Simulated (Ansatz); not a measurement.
fcc Pd was calculated with rVV10 in Ansatz (PAW).

Settings: plane-wave cutoff 500 eV, 32×32×32 k mesh, Fermi–Dirac smearing 0.1 eV, scalar-relativistic PAW data made under PBE.

Computed at the level's own relaxed cell.

Question: Predict the volume per atom and lattice parameter a.

Answer: 
- volume per atom: 15.74 Å³/atom
- lattice parameter a: 3.978 Å

Measured, for comparison: equilibrium volume per atom 14.56 Å³/atom, lattice constant a 3.876 Å (static lattice: zero-point anharmonic expansion removed; as tabulated in Mejia-Rodriguez and Trickey (2018), arXiv:1807.09216). Computed (rounded) less measured: equilibrium volume per atom +8.1 %, lattice constant a +2.6 %.

Computed values are for the static lattice.

It cost around 90 core-seconds (rough) of CPU time.

Ansatz is an electronic-structure program.
